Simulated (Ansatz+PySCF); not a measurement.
# doublet H₂O(+): levels of theory in one basis

```yaml
atoms:
  - { symbol: O, position_ang: [0.0000, 0.0000, -0.1168] }
  - { symbol: H, position_ang: [0.0000, 0.8204, 0.4674] }
  - { symbol: H, position_ang: [0.0000, -0.8204, 0.4674] }
```

Basis set: def2-SVP (spherical functions). Correlated methods keep 1 orbital frozen. Correlation on ROHF uses semicanonical orbitals with singles. Charge 1, multiplicity 2.

Computed with Ansatz (development build ahead of 0.2.0); each method stands on the lowest determinant of its kind that the runs found. NEVPT2 correlates all electrons. Active spaces start from the frontier orbitals, and the lowest solution found is given.

| method | E − E(ROHF) (eV) | <S²> of the determinant |
| --- | --- | --- |
| ROHF | 0.00 | 0.75 |
| UHF | -0.13 | 0.76 |
| ROHF-MP2 | -4.28 | – |
| UHF-MP2 | -4.28 | 0.76 |
| ROHF-CCSD | -4.74 | – |
| UHF-CCSD | -4.75 | 0.76 |
| ROHF-CCSD(T) | -4.80 | – |
| UHF-CCSD(T) | -4.81 | 0.76 |
| CASSCF(7,6) | -1.51 | – |
| CASSCF(3,3) | -0.60 | – |
| SC-NEVPT2(3,3) | -4.42 | – |

What does SC-NEVPT2(7,6) give on the same scale?

-4.34 eV. NEVPT2 here correlates all electrons, so it doesn't share the others' frozen core.

Is a single determinant a sound starting point here?

By this sign, yes. Unrestricted orbitals gain 0.13 eV and <S²> is 0.76 against 0.75 for a pure state. The CASSCF(7,6) natural occupations are 2.00, 1.98, 1.98, 1.00, 0.02, 0.02. The CASSCF(3,3) natural occupations are 1.98, 1.00, 0.02.

Caution for CASSCF(3,3): other starts end on other solutions of this active space.
